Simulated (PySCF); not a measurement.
## Static response to an electric field

C₄H₇N.
Structure used (PBE0-D3(BJ)/def2-SVP), in Å, numbered top down from 1:
```
atom  x, y, z in Å
C1    -2.1642    0.8338    0.1132
C2    -0.8870    0.4748   -0.0692
C3    -0.3486   -0.7848    0.4525
N4     0.8342   -1.2406    0.3496
C5     1.8413   -0.4896   -0.3562
H6    -2.5604    1.7742   -0.2776
H7    -2.8575    0.1899    0.6650
H8    -0.2153    1.1367   -0.6243
H9    -1.0743   -1.4077    1.0039
H10    2.0255    0.4998    0.1007
H11    2.7933   -1.0396   -0.3436
H12    1.5736   -0.3169   -1.4145
```

Level: CAM-B3LYP/def2-SVPD (PySCF), static field, nuclei fixed, core orbitals frozen in the response. The polarisability tensor in these axes (au):

```
x    86.04 -13.71  -6.01
y   -13.71  54.20  -3.31
z    -6.01  -3.31  44.16
```

Diagonalise the tensor; give its mean and Δα, where Δα² is half the sum of the squared differences of the eigenvalues.

Principal values 40.60, 52.24 and 91.56 au; mean 61.47 au = 9.11 Å³ = 10.13 × 10⁻⁴⁰ C²·m²/J; Δα = 46.25 au (75 % of the mean).

What is the dipole moment, and where does it point?

(-1.04, 1.93, -0.74) D, 2.31 D in size, pointing from the negative to the positive side. Measured along this direction, the outermost atoms are H11 at the negative end and H6 at the positive end.

Refractivity n − 1 of an ideal gas of it at 273.15 K and 1 atm, from the electronic α?

N = p/kT = 2.6868 × 10¹⁹ cm⁻³, so n − 1 = 2π × N × 9.11 × 10⁻²⁴ cm³ = 1538 × 10⁻⁶ at long wavelengths, for an ideal gas.

Find the Langevin capture rate constant for NH4+ (18.034 u) meeting this molecule (69.058 u), k = 2.342 × 10⁻⁹ cm³/s × √(α in Å³ / reduced mass in u).

The reduced mass is 14.30 u, so k = 1.87 × 10⁻⁹ cm³/s. The formula leaves out the permanent dipole, which adds to the capture rate.

In a dilute gas of rigid molecules at 250 K, how does the orientational term μ²/3kT compare with the electronic polarisability?

In Gaussian units μ²/3kT = 51.62 Å³ against 9.11 Å³, a ratio of 5.67; the Debye molar polarisation (4π/3)N_A(α + μ²/3kT) is 153.2 cm³/mol, leaving out the vibrational part.

Isolated species at its PBE0-D3(BJ)/def2-SVP geometry (one conformer only).
